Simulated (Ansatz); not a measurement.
**CH2BF (SMILES B[C]F): the vertical energy of the singlet above the triplet from total energies**

The species is CH2BF (5 atoms), meant as a triplet with charge 0. SMILES: `B[C]F`. Geometry: relaxed at GFN2-xTB.

Both states at this one shape; open shells run unrestricted unless said. 1 Eh = 27.2114 eV.

| level | program | triplet CH2BF (Eh) | singlet CH2BF (Eh) |
| --- | --- | --- | --- |
| USVWN5/STO-3G | Ansatz | -160.317120 | -160.303813 |
| UPBE/STO-3G | Ansatz | -161.444036 | -161.423949 |

**Question.** Work out the vertical gap, second state less first, at each level.

**Answer.** 
1. USVWN5/STO-3G: -160.303813 − (-160.317120) = 0.013307 Eh = 0.36 eV.
2. UPBE/STO-3G: -161.423949 − (-161.444036) = 0.020087 Eh = 0.55 eV.

No measured value is set beside it here; the levels span 0.36 to 0.55 eV. Minimal sets are far from the basis-set limit.
